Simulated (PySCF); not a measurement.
Molecule: SMILES O=P(O)(O)O, H3O4P.

Molfile (atoms numbered from 1):
```
H3O4P
     RDKit          3D

  8  7  0  0  0  0  0  0  0  0999 V2000
    0.3511   -0.1686    1.7123 O   0  0  0  0  0  0  0  0  0  0  0  0
    0.0092   -0.0873    0.2834 P   0  0  0  0  0  5  0  0  0  0  0  0
   -0.3804    1.3757   -0.2726 O   0  0  0  0  0  0  0  0  0  0  0  0
    1.1713   -0.5382   -0.7376 O   0  0  0  0  0  0  0  0  0  0  0  0
   -1.2428   -0.9787   -0.1616 O   0  0  0  0  0  0  0  0  0  0  0  0
   -0.3316    2.0250    0.4403 H   0  0  0  0  0  0  0  0  0  0  0  0
    1.9526   -0.8176   -0.2445 H   0  0  0  0  0  0  0  0  0  0  0  0
   -1.5209   -0.8228   -1.0728 H   0  0  0  0  0  0  0  0  0  0  0  0
  1  2  2  0
  2  3  1  0
  2  4  1  0
  2  5  1  0
  3  6  1  0
  4  7  1  0
  5  8  1  0
M  END
```

Geometry PBE0-D3(BJ)/def2-SVP throughout; GIAO in PySCF 2.14, gas phase, one conformer, non-relativistic; equivalent atoms averaged; functional PBE0.

For orientation, pcSseg-0 gives these absolute shieldings σ: O1 198.4, O3/O4/O5 247.7, P2 285.3, H6/H7/H8 30.49 ppm.

A run gave: O1 211.5, O3/O4/O5 242.1, P2 392.4, H6/H7/H8 28.82 ppm (absolute shieldings σ).

**Question.** Which basis set was used in that run?
A. cc-pVDZ
B. cc-pVTZ
C. IGLO-III
D. aug-cc-pVDZ

**Answer.** A. P2 tells them apart best: cc-pVDZ gives 392.4, aug-cc-pVDZ gives 374.1, IGLO-III gives 309.3, cc-pVTZ gives 322.4 ppm.
